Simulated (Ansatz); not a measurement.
A nudged elastic band was laid between two geometries of C₂H₃FN (7 atoms, charge 0, multiplicity 2).

Computed with UKS B3LYP-D4/def2-SVP (Ansatz 0.2.0).

```
movable images  : 7
climbing image  : yes
spring          : 0.1 eV/Å²
optimiser       : quadratic models (default)
start path      : through a guess of the saddle point
force threshold : 0.05 eV/Å
iteration limit : 60
end points      : relaxed
```

Initial state:

```xyz
7
Properties=species:S:1:pos:R:3
N -0.445 0.871 -0.238
C 0.521 0.035 0.341
C 0.702 -1.259 0.070
F 0.082 -1.983 -0.847
H -1.110 0.379 -0.830
H -0.938 1.457 0.433
H 1.189 0.501 1.070
```

Final state:

```xyz
7
Properties=species:S:1:pos:R:3
N -0.499 1.056 -0.206
C 0.287 -0.049 0.135
C 0.201 -1.276 -0.376
F 1.023 -2.291 -0.219
H -1.289 0.827 -0.803
H -0.809 1.596 0.598
H 1.085 0.137 0.869
```

Question: Which bonds break or form, and what moves?

Answer: No bond is made or broken. The dihedral H7–C2–C3–F4 goes from -174 to -7°.

Question: What energy profile does the band end with?

Answer: The forces met the threshold. The highest image is number 4 of 0 to 8, 19.1 kcal/mol above the first end and 18.7 kcal/mol above the last; the last end lies 0.3 kcal/mol above the first. Another band between the same ends (7 images) ends at a top of the same energy, where a vibrational analysis finds 1 clearly imaginary mode.

| image | path coordinate (Å) | energy (kcal/mol) | dihedral H7–C2–C3–F4 (°) |
| --- | --- | --- | --- |
| 0 | 0.00 | 0.0 | -174 |
| 1 | 0.28 | 0.6 | -174 |
| 2 | 0.55 | 2.9 | -168 |
| 3 | 0.82 | 9.5 | -147 |
| 4 | 1.09 | 19.1 | -97 |
| 5 | 1.33 | 11.5 | -54 |
| 6 | 1.55 | 4.6 | -30 |
| 7 | 1.77 | 1.3 | -16 |
| 8 | 2.00 | 0.3 | -7 |

Question: What is the geometry of the highest image?

Answer: 
```xyz
7
Properties=species:S:1:pos:R:3
N -0.524 0.971 -0.190
C 0.403 0.011 0.222
C 0.401 -1.293 -0.036
F 0.699 -2.360 -0.729
H -1.311 0.616 -0.725
H -0.815 1.631 0.528
H 1.146 0.424 0.930
```

The run took 8.7 min on 1 thread of Arm Neoverse N1 (shared host), peak memory 0.18 GiB.
